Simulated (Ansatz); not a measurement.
B2H4O (`BOB`), relaxed with RKS PBE-D4/def2-SVP in the Gaussian-basis code of Ansatz from a rough embedded geometry. The force threshold is 0.03 eV/Å; the program also tests the step.

Charge 0, multiplicity 1.

Start:

```xyz
7

B     0.498   -1.005    0.079
O    -0.695   -0.397    0.528
B    -0.595    0.945    0.027
H     1.490   -1.010    0.693
H     0.518   -1.638   -0.978
H    -1.098    1.258   -1.030
H    -0.119    1.847    0.680
```

```tsv
step	energy (eV)	largest force (eV/Å)	largest move (Å)
1	-3457.4627	1.817	0.000
2	-3457.6680	0.991	0.099
3	-3457.8190	0.537	0.093
4	-3458.0045	0.608	0.200
5	-3458.1392	0.636	0.180
6	-3458.2617	1.033	0.198
7	-3458.4317	0.577	0.196
8	-3458.4741	0.247	0.200
9	-3458.4772	0.178	0.079
10	-3458.4823	0.017	0.044
```

End:

```xyz
7

B     0.566   -1.089   -0.018
O    -0.433   -0.252   -0.460
B    -0.636    1.048   -0.057
H     1.397   -0.678    0.775
H     0.568   -2.223   -0.454
H    -1.547    1.655   -0.585
H     0.083    1.538    0.799
```

Hardware: 4 threads of an Intel Xeon Platinum 8259CL on a shared host. Wall time 8.5 s, peak host memory 0.13 GiB.
